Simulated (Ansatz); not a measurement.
Born–Oppenheimer molecular dynamics of C3H6S (10 atoms, charge 0, multiplicity 1). It starts from a relaxed structure.

Level of theory: Ansatz 0.2.0, RKS PBE/6-31G.

```
ensemble        : NVT, Langevin thermostat
time step       : 0.5 fs
steps asked     : 400
set temperature : 700 K
friction        : 0.001 /fs
seed            : 448645
```

First frame:

```xyz
10
Properties=species:S:1:pos:R:3
C -0.454 0.414 -0.404
C -0.343 -1.125 -0.253
S 1.420 -0.984 0.538
C 0.680 0.806 0.579
H -0.199 0.722 -1.431
H -1.444 0.832 -0.154
H -0.344 -1.713 -1.181
H -1.042 -1.558 0.477
H 0.334 1.040 1.597
H 1.393 1.567 0.232
```

How far do the bonds stretch over the last three quarters of this one trajectory? (Pairs bonded in most of those frames.)


```tsv
bond	mean (Å)	spread (Å)	shortest	longest
C1–C2	1.553	0.026	1.49	1.60
C1–C4	1.550	0.022	1.51	1.60
C1–H5	1.108	0.032	1.06	1.16
C1–H6	1.105	0.024	1.06	1.15
C2–S3	1.960	0.063	1.82	2.07
C2–H7	1.117	0.064	1.01	1.23
C2–H8	1.102	0.019	1.06	1.14
S3–C4	1.963	0.067	1.84	2.07
C4–H9	1.100	0.013	1.07	1.13
C4–H10	1.102	0.015	1.07	1.14
```

Mean temperature of the second half: 403 K. The mean temperature of the second half is 42 % below the set value. A run of 0.2 ps of so small a system gives no equilibrium averages. Limits of this set-up: no polarisation functions.

The run took 9.2 min on 1 thread of Intel(R) Xeon(R) 6975P-C (Granite Rapids) (shared host), peak memory 0.22 GiB.
